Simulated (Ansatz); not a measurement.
Ideal-gas functions of C3H3F3, SMILES `C=CC(F)(F)F` at 600 K and 1 bar, from an Ansatz frequency run at PBE0-D4/def2-TZVP.

Molar mass 96.05 g/mol, point group Cs (symmetry number 1), electronic degeneracy 1, moments of inertia 92.52, 170.735, 175.108 u Å². Harmonic wavenumbers (cm⁻¹, unscaled): 91, 272, 319, 433, 520, 553, 639, 728, 827, 1002, 1021, 1032, 1174, 1197, 1306, 1329, 1455, 1744, 3174, 3206, 3266.

Use S(trans) = R[1.5 ln M + 2.5 ln T − 1.1517]; rotational temperatures θ = 24.2544 K / I; S(rot) = R[ln(√π/σ · √(T³/θAθBθC)) + 1.5]; for each mode x = 1.438777 ν̃/T, S = R[x/(eˣ − 1) − ln(1 − e⁻ˣ)] and H = RT x/(eˣ − 1); 1 cm⁻¹ = 0.0119627 kJ/mol; R = 8.31446 J/(mol·K).

Q: By hand: the entropy, in J/(mol·K).

A: Translation 180.3. Rotation: θ = 0.2622, 0.1421, 0.1385 K, giving 118.9. Vibration, mode by mode: 20.99, 12.01, 10.74, 8.37, 7.00, 6.55, 5.53, 4.66, 3.86, 2.78, 2.68, 2.62, 2.00, 1.92, 1.56, 1.49, 1.17, 0.67, 0.04, 0.03, 0.03, in all 96.7. Electronic 0.0. Sum 395.9 J/(mol·K).

Q: By hand: H − E and G − E in kJ/mol, counted from the electronic energy.

A: Zero-point energy ½ × 25288 × 0.0119627 = 151.3; thermal vibration 32.1; translation, rotation and pV give 4 RT = 20.0. H − E = 203.4 kJ/mol, and G − E = 203.4 − 600 × 395.9/1000 = -34.1 kJ/mol.

Vibration gives 24 % of the entropy, 21.0 J/(mol·K) of it from the mode under 150 cm⁻¹: soft modes count most, and the harmonic formula is weakest for them.
